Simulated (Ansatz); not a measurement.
Barrier height from H + ClH to the transition structure ClH2, without zero-point energy, on the benchmark's geometries as Psi4's copy of the set gives them.
Transition structure (charge 0, multiplicity 2, Z-matrix in Å and degrees):
```
Cl
H 1 1.4858
H 1 1.4858 2 180.00
```
Reactant (charge 0, multiplicity 1):
```xyz
2

Cl     0.0000     0.0000     0.0000
H      1.2744     0.0000     0.0000
```

Open shells are unrestricted; no spin–orbit coupling.

Correlated levels freeze the cores. CBS(a, b) extrapolates the correlation energy as X⁻³ and adds the Hartree–Fock energy of set b.

Codes used: Ansatz (Gaussian orbitals). 

The comparison value is 17.72 kcal/mol (CCSD(T)/CBS(aug-cc-pV(T+d)Z, aug-cc-pV(Q+d)Z)). It is a level with limits of its own, not the exact answer.

Q: Order these levels by how close they come to the comparison value for the barrier height, closest first: BHLYP/def2-TZVPPD, CCSD(T)/cc-pVDZ, CCSD(T)/aug-cc-pV(T+d)Z. Give each level's value less the comparison value.

A: CCSD(T)/aug-cc-pV(T+d)Z (0.70 kcal/mol), BHLYP/def2-TZVPPD (-1.12 kcal/mol), CCSD(T)/cc-pVDZ (5.38 kcal/mol)

Ansatz is a quantum-chemistry and plane-wave program.
